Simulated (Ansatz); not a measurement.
## fcc Ca

Computed with PBEsol-D3(BJ) (plane waves, PAW; Ansatz, an electronic-structure program).

Run with plane-wave cutoff 520 eV, 18×18×18 k mesh, Fermi–Dirac smearing 0.05 eV, scalar-relativistic PAW data made under PBE.

Cell: relaxed at this level.

For fcc Ca, the volume per atom is 38.25 Å³/atom. The bulk modulus comes out as 18.9 GPa, the lattice constant a is 5.348 Å and the band gap is none. The pressure derivative B′ of the bulk modulus is 2.9.

Measured, for comparison: equilibrium volume per atom 42.81 Å³/atom, lattice constant a 5.553 Å (low-temperature or extrapolated to 0 K; zero-point anharmonic expansion removed; as tabulated in Csonka et al. (2009), arXiv:0903.4037); bulk modulus 18.6 GPa (corrected for temperature and zero-point phonon effects, our sources range from 15.9 to 18.7; as tabulated in Levämäki et al. (2014), arXiv:1402.3671). Computed (rounded) less measured: equilibrium volume per atom -10.7 %, bulk modulus not scored (sources differ), lattice constant a -3.7 %.

The result took very roughly 60 core-seconds.
